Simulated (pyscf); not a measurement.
PySCF, gas phase, ωB97X-D3(BJ)/def2-SVP geometries.

For the elementary gas-phase step H₃C–In(OH)–OH + H₂O → CH₄ + HO–In(OH)–OH (singlet surface; C–In, H–O broken, C–H, In–O formed), what barrier and reaction energy does ωB97M-D3(BJ)/def2-TZVP give, measured from the separated reactants?

ΔE‡ = 83.8 kJ/mol, ΔE = -31.7 kJ/mol. Zero-point energy shifts the barrier by -5.2 kJ/mol. It is a four-centre exchange, with an imaginary mode of 1478i cm⁻¹. On the reactant side the descent ends in an adduct with a In–O contact (not fully relaxed), 69.6 kJ/mol under the separated species and 147.8 kJ/mol under the saddle at ωB97X-D3(BJ)/def2-TZVP. On the product side the descent ends in a complex, 25.2 kJ/mol under the separated species and 134.1 kJ/mol under the saddle at ωB97X-D3(BJ)/def2-TZVP. What is counted as formed (In–O) is already present as a longer contact in the reactant adduct; forming that adduct is a step of its own. One saddle was located; it need not be the lowest between these sides. Elements past Kr carry the def2 core potentials, without spin-orbit coupling.
